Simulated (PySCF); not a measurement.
Molecule: `InChI=1S/C5H10S/c6-5-3-1-2-4-5/h5-6H,1-4H2`.

Geometry (Å), atoms numbered from 1 in this order:
```xyz
16

S     2.264    0.749   -0.458
C     1.099   -0.441    0.304
C     0.128    0.208    1.291
C    -1.001    0.765    0.410
C    -0.982   -0.083   -0.886
C     0.156   -1.099   -0.703
H     1.334    1.563   -1.004
H     1.771   -1.165    0.789
H    -0.266   -0.580    1.955
H     0.608    0.966    1.925
H    -1.972    0.723    0.924
H    -0.823    1.827    0.181
H    -1.943   -0.584   -1.073
H    -0.793    0.553   -1.765
H     0.659   -1.374   -1.641
H    -0.235   -2.027   -0.251
```

Geometry PBE0-D3(BJ)/def2-SVP throughout; GIAO in PySCF 2.14.0 with density-fitted response routines, gas phase, one conformer, non-relativistic; equivalent atoms averaged; basis pcSseg-1.

(1) How do the absolute shieldings σ depend on the functional? (a selection of nuclei; ppm; last column core-seconds on shared hosts with different chips, so compare them loosely; the GGAs took longer than the global hybrids here, which isn't the general rule, and the cause wasn't traced)

(2) Which nucleus among those listed moves most, in ppm?

Answers

(1) 
```csv
functional,kind,S1,C2,C3/C6,C4/C5,H8,H7,H11/H13,H9/H16,H12/H14,core-s
HF,Hartree–Fock,596.4,151.9,156.3,172.0,29.36,29.93,30.21,30.23,30.25,7.5
LDA,LDA,523.9,129.4,139.0,159.1,27.73,28.60,29.13,28.93,28.92,21
PBE,GGA,527.8,130.0,139.1,157.2,28.25,29.27,29.55,29.35,29.36,25
BLYP,GGA,501.2,123.5,133.3,151.5,28.49,29.61,29.72,29.52,29.52,26
BP86,GGA,524.4,129.6,138.5,156.7,28.33,29.36,29.61,29.42,29.43,26
OPBE,GGA,557.8,138.0,146.5,162.3,28.32,29.27,29.60,29.39,29.45,26
KT2,GGA,553.2,134.6,142.8,161.0,28.14,29.29,29.52,29.36,29.35,26
KT3,GGA,548.4,133.9,142.7,159.1,28.41,29.57,29.69,29.51,29.53,26
B97-D,GGA,523.4,129.3,138.6,155.6,28.52,29.58,29.76,29.57,29.58,27
B3LYP,global hybrid,522.9,130.2,138.8,156.6,28.64,29.62,29.78,29.64,29.64,16
PBE0,global hybrid,550.3,137.6,145.2,162.6,28.49,29.35,29.66,29.53,29.55,16
mPW1PW91,global hybrid,548.0,136.8,144.4,161.6,28.57,29.44,29.72,29.60,29.62,16
WP04,global hybrid,484.9,120.7,131.6,146.8,28.99,30.14,30.03,29.89,29.93,18
B97-2,global hybrid,547.5,136.7,144.6,161.3,28.61,29.52,29.77,29.64,29.66,16
BHandHLYP,global hybrid,548.8,138.6,145.7,162.7,28.87,29.68,29.88,29.81,29.83,16
CAM-B3LYP,range-separated hybrid,533.0,136.0,143.2,160.8,28.69,29.50,29.73,29.64,29.64,22
wB97X-D,range-separated hybrid,545.0,139.0,145.5,162.7,28.73,29.50,29.79,29.71,29.71,22
LC-wPBE,range-separated hybrid,561.4,146.5,151.5,168.0,28.80,29.39,29.77,29.70,29.73,30
```

(2) S1 (thiol sulfur): from 484.9 ppm with WP04 to 596.4 ppm with HF. The smallest spread is 1.08 ppm, at H11/H13. Proton shifts span only some 12 ppm, so a few tenths of a ppm matter as much there as several ppm in carbon.
